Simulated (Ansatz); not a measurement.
Two isomers of C2H3FN2: A = `NC1(F)C=N1`, B = `C=NC(=N)F`.

Calculated with Ansatz (gas phase, PBE0-D4/def2-TZVP geometries, no zero-point term in ΔE). CCSD(T)/CBS is the MP2 limit (def2-TZVPP, def2-QZVPP) plus CCSD(T) − MP2 in def2-TZVPP, frozen cores. Functionals use def2-TZVPP. One conformer a species, not always the lowest.

Question: Which isomer does CCSD(T)/CBS put lower? Give the gap. (Best estimate.)

Answer: The calculation gave: B, by 97.7 kJ/mol.

Question: Give E(B) − E(A) in kJ/mol with CCSD/def2-TZVPP, ωB97M-V, MP2/def2-TZVPP, CCSD(T)/def2-SVP, CCSD(T)/def2-TZVPP, PBE-D4, HF/def2-TZVPP. (Estimate.)

Answer: Ansatz gave: CCSD/def2-TZVPP -101.8, ωB97M-V -96.0, MP2/def2-TZVPP -89.5, CCSD(T)/def2-SVP -107.5, CCSD(T)/def2-TZVPP -102.7, PBE-D4 -98.6, HF/def2-TZVPP -120.9. None reverses the order clearly.

Question: Does the order hold for the free energy at 298.15 K (harmonic terms from PBE0-D4)? (An estimate is asked.)

Answer: Ansatz gave: Yes: G(B) − G(A) = -97.7 kJ/mol, for one conformer each.

Largest T1 diagnostic: 0.014.

Leaving LDA and LC-ωPBE aside and taking each functional with its dispersion term where it has one, the values, not all of them listed here, spread over 31.3 kJ/mol, from BLYP-D4 to PBE-QIDH. LDA lies +10.1 kJ/mol from PBE without D4. At CCSD(T), def2-SVP lies −9.8 kJ/mol from the extrapolated value and def2-TZVPP −5.0 kJ/mol.
